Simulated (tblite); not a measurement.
Species: C4H11O (charge +1).
Numbering: `[CH3:1][CH2:2][O+:3]([CH3:4])[CH3:5]` (hydrogens: H6, H7, H8 on C1; H9, H10 on C2; H11, H12, H13 on C4; H14, H15, H16 on C5)

Computed with GFN2-xTB (tblite), gas phase: Langevin dynamics at 300 K from the optimised GFN2-xTB geometry, time step 0.5 fs, friction 0.01 fs⁻¹, 2000 steps.

Start geometry:
```
atom  x, y, z in Å
C1      1.961   -0.071   -0.347
C2      0.590   -0.715   -0.348
O3     -0.357    0.048    0.482
C4     -1.569   -0.696    0.728
C5     -0.651    1.349   -0.071
H6      2.676   -0.791   -0.735
H7      2.011    0.812   -0.977
H8      2.265    0.185    0.665
H9      0.649   -1.703    0.114
H10     0.186   -0.811   -1.361
H11    -2.107   -0.905   -0.199
H12    -1.306   -1.630    1.223
H13    -2.198   -0.111    1.397
H14    -1.308    1.873    0.622
H15     0.281    1.905   -0.157
H16    -1.131    1.269   -1.048
```

The statistics below take the 31 frames saved every 25 fs from 250 to 1000 fs; their kinetic temperature (all 3N coordinates) averages 275 K.

Task: How do the bond lengths spread?

Result: 
```
  bond  start (Å)  mean (Å)  standard deviation (Å)  shortest (Å)  longest (Å)
 C1–C2      1.515     1.517                   0.039         1.438        1.607
 C2–O3      1.472     1.480                   0.036         1.415        1.574
 O3–C4      1.443     1.448                   0.028         1.387        1.504
 O3–C5      1.443     1.448                   0.041         1.385        1.544
 C1–H6      1.087     1.087                   0.022         1.050        1.136
 C1–H7      1.086     1.090                   0.027         1.040        1.155
 C1–H8      1.087     1.092                   0.032         1.024        1.162
 C2–H9      1.092     1.097                   0.030         1.043        1.164
C2–H10      1.095     1.091                   0.019         1.045        1.119
C4–H11      1.092     1.099                   0.042         1.020        1.180
C4–H12      1.090     1.092                   0.031         1.037        1.157
C4–H13      1.090     1.096                   0.025         1.042        1.164
C5–H14      1.089     1.095                   0.035         1.021        1.152
C5–H15      1.088     1.098                   0.033         1.043        1.166
C5–H16      1.092     1.090                   0.025         1.036        1.146
```

Task: Give the same statistics for bond angles, one of each kind.

Result: 
```json
{"angle": "C2–C1–H6", "start (°)": "108.3", "mean (°)": "109.9", "standard deviation (°)": "4.5", "smallest (°)": "103.7", "largest (°)": "118.1"}
{"angle": "C2–C1–H7", "start (°)": "112.8", "mean (°)": "113.6", "standard deviation (°)": "4.2", "smallest (°)": "104.2", "largest (°)": "124.9"}
{"angle": "C2–C1–H8", "start (°)": "110.7", "mean (°)": "111.1", "standard deviation (°)": "4.8", "smallest (°)": "102.7", "largest (°)": "121.5"}
{"angle": "H6–C1–H7", "start (°)": "107.5", "mean (°)": "106.2", "standard deviation (°)": "5.0", "smallest (°)": "95.7", "largest (°)": "116.3"}
{"angle": "H7–C1–H8", "start (°)": "109.6", "mean (°)": "109.3", "standard deviation (°)": "3.6", "smallest (°)": "99.0", "largest (°)": "116.1"}
{"angle": "C1–C2–O3", "start (°)": "111.2", "mean (°)": "111.8", "standard deviation (°)": "3.1", "smallest (°)": "105.9", "largest (°)": "117.5"}
{"angle": "C1–C2–H9", "start (°)": "109.6", "mean (°)": "108.4", "standard deviation (°)": "3.6", "smallest (°)": "100.3", "largest (°)": "115.1"}
{"angle": "C1–C2–H10", "start (°)": "111.8", "mean (°)": "110.4", "standard deviation (°)": "3.4", "smallest (°)": "103.9", "largest (°)": "117.0"}
{"angle": "O3–C2–H9", "start (°)": "105.4", "mean (°)": "106.1", "standard deviation (°)": "3.6", "smallest (°)": "98.8", "largest (°)": "112.7"}
{"angle": "O3–C2–H10", "start (°)": "109.3", "mean (°)": "110.3", "standard deviation (°)": "2.5", "smallest (°)": "106.9", "largest (°)": "117.0"}
{"angle": "H9–C2–H10", "start (°)": "109.4", "mean (°)": "109.4", "standard deviation (°)": "4.0", "smallest (°)": "102.3", "largest (°)": "117.3"}
{"angle": "C2–O3–C4", "start (°)": "111.6", "mean (°)": "111.6", "standard deviation (°)": "2.7", "smallest (°)": "106.0", "largest (°)": "116.1"}
{"angle": "C4–O3–C5", "start (°)": "111.1", "mean (°)": "110.9", "standard deviation (°)": "2.2", "smallest (°)": "106.3", "largest (°)": "116.1"}
{"angle": "O3–C4–H11", "start (°)": "111.6", "mean (°)": "111.2", "standard deviation (°)": "3.2", "smallest (°)": "104.1", "largest (°)": "117.0"}
```

Task: How far does each atom move about its mean position (frames aligned on the start, all atoms weighted alike), and what rms force does it feel?

Result: 
```csv
atom,rms displacement (Å),rms force (eV/Å)
C1,0.12,2.13
C2,0.11,1.76
O3,0.08,1.52
C4,0.11,2.00
C5,0.13,2.13
H6,0.21,0.90
H7,0.33,1.00
H8,0.31,1.15
H9,0.23,0.98
H10,0.26,0.75
H11,0.23,1.34
H12,0.25,1.04
H13,0.19,0.83
H14,0.28,1.17
H15,0.36,1.10
H16,0.33,0.91
```

The displacements run from 0.08 to 0.36 Å, the largest at H15.

Task: Follow the torsion C1–C2–O3–C4 through every second one of these frames.

Result: 
```tsv
t (fs)	C1–C2–O3–C4 (°)
250	-178
300	173
350	-176
400	-175
450	-165
500	-165
550	-170
600	-160
650	-147
700	-143
750	-147
800	-158
850	-175
900	-177
950	-174
1000	179
```

Largest departure from the start value over all these frames: C1–C2–O3–C4 25° (start -167°).

The run is classical and short, so these are rough statistics of one trajectory.

What follows is the cost of the whole dynamics run. Time: 7.3 s wall; peak memory 0.18 GiB. Hardware: Intel Xeon Platinum 8375C at 2.90 GHz, one thread, shared host.
